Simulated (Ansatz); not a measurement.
Geometry optimisation, RKS B3LYP-D4/STO-3G (Ansatz 0.2.0).

The input (input.yaml):

```yaml
crystal:
  periodic: [false, false, false]
  atoms:
    - { symbol: Cl, position_ang: [-1.81362, -0.845665, 0.72358] }
    - { symbol: C, position_ang: [-0.622945, -0.033783, -0.403753] }
    - { symbol: F, position_ang: [-0.474038, -0.782675, -1.563347] }
    - { symbol: H, position_ang: [-1.084002, 0.959527, -0.64519] }
    - { symbol: C, position_ang: [0.756107, 0.146868, 0.345822] }
    - { symbol: H, position_ang: [1.526223, -0.449565, -0.16832] }
    - { symbol: H, position_ang: [1.05567, 1.205237, 0.340129] }
    - { symbol: H, position_ang: [0.656605, -0.199944, 1.370978] }
basis:
  gaussian: { orbitals: STO-3G }
hamiltonian:
  xc: b3lyp
  dispersion: d4
relax:
  f_tol: 0.03
  max_steps: 50
```

Run as:

```bash
$ ansatz run input.yaml --threads 1 --pin off --max-ram 2048MiB --backend cpu --events-out ev --progress --plain --runs-dir out
```

Task: Where does it end, and by what steps?

Result: The forces met the threshold. The force dipped under the threshold on the way, but the program's further checks kept it going. Limits of this set-up: minimal basis. After 12 steps the energy has fallen by 0.154 eV; H7 moved furthest, 0.62 Å.

```
step  energy less start (eV)  largest force component (eV/Å)  accepted
   0                  0.0000                           1.094       yes
   1                 -0.0482                           0.559       yes
   2                 -0.0617                           0.129       yes
   3                 -0.0657                           0.087       yes
   4                 -0.0744                           0.380       yes
   5                 -0.0871                           0.447       yes
   6                 -0.1397                           0.142       yes
   7                 -0.1129                           0.537        no
   8                 -0.1490                           0.056       yes
   9                 -0.1537                           0.012       yes
  10                 -0.1542                           0.031       yes
  11                 -0.1542                           0.034       yes
  12                 -0.1542                           0.001       yes
```

```xyz
8
Properties=species:S:1:pos:R:3
Cl -1.652 -1.304 0.515
C -0.623 0.012 -0.390
F -0.481 -0.344 -1.718
H -1.235 0.947 -0.289
C 0.754 0.145 0.341
H 1.305 -0.805 0.289
H 1.347 0.938 -0.144
H 0.585 0.411 1.395
```

The run took 20 s on 1 thread of Arm Neoverse V1, with other jobs on the host, peak memory 0.11 GiB.
